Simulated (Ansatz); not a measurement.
# C3H4F2 (cis-1,2-difluorocyclopropane): B3LYP/6-31G(d) (Cartesian functions)

Aim: the energy change on altering one bond length of C3H4F2 (cis-1,2-difluorocyclopropane) at B3LYP/6-31G* (Cartesian functions), from 2 runs. 

The results are computed with Ansatz 0.2.0.

50 further runs of the same task are left out: 50 set aside as unsound or not needed. Runs told in other sessions of the task aren't counted.

### 1 The structure to begin with

C3H4F2 has 9 atoms, charge 0, and is taken as a singlet. SMILES: `FC1CC1F`. The coordinates come from a PBE0-D4/def2-TZVP relaxation.

Bond lengths: F1–C2 1.356 Å, C2–C3 1.495 Å, C2–C4 1.489 Å, C3–C4 1.495 Å, C4–F5 1.356 Å, C2–H6 1.084 Å, C3–H7 1.083 Å, C3–H8 1.084 Å, C4–H9 1.084 Å. Some angles: F1–C2–C3 117.2°, F1–C2–C4 117.5°, C3–C2–C4 60.1°, C2–C3–C4 59.7°, C2–C4–C3 60.1°, C2–C4–F5 117.4°, C3–C4–F5 117.2°, F1–C2–H6 112.2°, C3–C2–H6 120.8°, C4–C2–H6 119.9°.

### 2 A single-point energy at B3LYP/6-31G(d) (Cartesian functions)

The input, run.yaml:

```yaml
crystal:
  periodic: [false, false, false]
  atoms:
    - {symbol: F, position_ang: [-0.169600, 1.608000, -1.012600]}
    - {symbol: C, position_ang: [0.216800, 0.825500, 0.025400]}
    - {symbol: C, position_ang: [0.580500, -0.591100, -0.284000]}
    - {symbol: C, position_ang: [-0.696000, -0.279700, 0.428900]}
    - {symbol: F, position_ang: [-1.848900, -0.425100, -0.270300]}
    - {symbol: H, position_ang: [0.755400, 1.385300, 0.781900]}
    - {symbol: H, position_ang: [1.394400, -1.070200, 0.245000]}
    - {symbol: H, position_ang: [0.461700, -0.872500, -1.323800]}
    - {symbol: H, position_ang: [-0.820200, -0.522400, 1.478400]}
basis:
  gaussian:
    orbitals: "6-31G*"
magnetization:
  spin_polarized: false
hamiltonian:
  xc: {name: B3LYP}
accuracy: high
output:
  orbitals: {seedname: orbitals}
```

The run is started by

```bash
$ ansatz run run.yaml --threads 1 --pin off --max-ram 2610MiB --events-out events.jsonl --progress --plain --runs-dir runs
```

What it wrote:

```text
Warning: RAYON_NUM_THREADS=1 ignored (pool sized by the plan → 1); use --threads N
Functional definition: B3LYP
  name "B3LYP"
  parameter a0 = 0.2
  parameter ax = 0.72
  parameter ac = 0.81
  exchange = (1 - a0 - ax)*slater_x + ax*b88_x + a0*exact_x
  correlation = (1 - ac)*vwn_rpa_c + ac*lyp_c
1912 factors; integrals over basis functions are off by at most 3.3e-9 eV
mean field evaluation 1: about -8604.6866 eV, gradient 4.0e1 eV
mean field evaluation 2: about -8604.5513 eV, gradient 4.0e1 eV
mean field evaluation 4: about -8607.9884 eV, gradient 1.1e0 eV
mean field evaluation 8: about -8608.1036 eV, gradient 1.9e-1 eV
mean field evaluation 16: about -8608.1037 eV, gradient 3.3e-6 eV
mean field -8608.10366788 eV, -316.3419750125 hartree, gradient 7.8e-9 eV, S^2 0.000000; 0 other end points of the search recorded, 0 dependent functions left out
reference -8608.10369616 eV, -316.3419760515 hartree; 20, 20 occupied and 63, 63 virtual orbitals, 1912 factors
Total energy: -8608.10369616 eV, -316.3419760515 hartree
```

Run time: 7.2 s. Hardware: 1 thread of Arm Neoverse V2, shared host; peak memory 0.27 GiB.

### 3 The distorted shape

The input, job.yaml:

```yaml
crystal:
  periodic: [false, false, false]
  atoms:
    - symbol: F
      position_ang: [-0.074563, 1.833114, -0.180784]
    - symbol: C
      position_ang: [0.311837, 1.050614, 0.857216]
    - symbol: C
      position_ang: [0.675537, -0.365986, 0.547816]
    - symbol: C
      position_ang: [-0.600963, -0.054586, 1.260716]
    - symbol: F
      position_ang: [-1.753863, -0.199986, 0.561516]
    - symbol: H
      position_ang: [0.850437, 1.610414, 1.613716]
    - symbol: H
      position_ang: [1.489437, -0.845086, 1.076816]
    - symbol: H
      position_ang: [0.461700, -0.872500, -1.323800]
    - symbol: H
      position_ang: [-0.725163, -0.297286, 2.310216]
basis:
  gaussian:
    orbitals: "6-31G*"
hamiltonian:
  xc: {name: B3LYP}
accuracy: high
output: {orbitals: {seedname: orbitals}}
```

The run is started by

```bash
$ ansatz run job.yaml --threads 1 --pin off --max-ram 2610MiB --events-out events.jsonl --progress --plain --runs-dir runs
```

What it wrote, shortened:

```text
Warning: RAYON_NUM_THREADS=1 ignored (pool sized by the plan → 1); use --threads N
[... 7 set-up lines as earlier in the session ...]
1926 factors; integrals over basis functions are off by at most 3.0e-9 eV
mean field evaluation 1: about -8599.5664 eV, gradient 4.3e1 eV
mean field evaluation 2: about -8593.7255 eV, gradient 5.8e1 eV
mean field evaluation 4: about -8604.3885 eV, gradient 4.9e0 eV
mean field evaluation 8: about -8604.5336 eV, gradient 2.4e-1 eV
mean field evaluation 16: about -8604.5337 eV, gradient 2.7e-5 eV
mean field -8604.53368122 eV, -316.2107804226 hartree, gradient 3.6e-8 eV, S^2 0.000000; 0 other end points of the search recorded, 0 dependent functions left out
reference -8604.53371328 eV, -316.2107816005 hartree; 20, 20 occupied and 63, 63 virtual orbitals, 1926 factors
Total energy: -8604.53371328 eV, -316.2107816005 hartree
```

It took 6.9 s on 1 thread of Arm Neoverse V2, shared host; peak memory 0.27 GiB.

### 4 Results

At B3LYP/6-31G* (Cartesian functions):

```
                                                         quantity          value
                                        first shape: total energy  -316.34198 Eh
                                         first shape: HOMO energy       -7.56 eV
                                         first shape: LUMO energy        1.71 eV
                                       first shape: HOMO–LUMO gap        9.27 eV
                                    distorted shape: total energy  -316.21078 Eh
                                     distorted shape: HOMO energy       -7.63 eV
                                     distorted shape: LUMO energy       -2.45 eV
                                   distorted shape: HOMO–LUMO gap        5.19 eV
energy change with the C3–H8 bond stretched from 1.084 to 1.951 Å       3.570 eV
```

**Reading.** With the C3–H8 bond stretched from 1.084 to 1.951 Å the energy rises by 3.57 eV (344 kJ/mol). The first shape isn't relaxed at this level, so the change isn't measured from a minimum. A restricted reference can't describe the breaking bond well at this length.
